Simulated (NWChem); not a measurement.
# thiophene (C₄H₄S); SMILES c1cscc1

```xyz
9

C      0.0000     0.7120    -1.2695
C      0.0000    -0.7120    -1.2695
C      0.0000    -1.2351    -0.0030
S      0.0000     0.0000     1.1892
C      0.0000     1.2351    -0.0030
H      0.0000     1.3254    -2.1718
H      0.0000    -1.3254    -2.1718
H      0.0000    -2.2833     0.2934
H      0.0000     2.2833     0.2934
```
Atoms are numbered in this order, from 1.

Results from NWChem. Pople sets run with spherical d functions. All runs use the structure optimised with PBE0/def2-SVP. Ions are spin-unrestricted doublets at the neutral geometry; other ion states weren't tried.

```csv
level,"vertical ionisation energy, ΔSCF (eV)",−ε(HOMO) (eV),ΔSCF minus −ε(HOMO) (eV)
B3LYP/6-31+G*,…,…,…
PBE/6-31+G*,8.87,5.81,3.06
M06-2X/6-31+G*,9.07,7.97,1.10
"LDA (Slater exchange, VWN5)/6-31+G*",9.13,5.97,3.16
BHandHLYP/6-31+G*,8.68,7.68,1.00
```

Task: Fill in the missing entries.

Result: 
- B3LYP/6-31+G*, vertical ionisation energy, ΔSCF (eV): 8.86
- B3LYP/6-31+G*, −ε(HOMO) (eV): 6.61
- B3LYP/6-31+G*, ΔSCF minus −ε(HOMO) (eV): 2.25
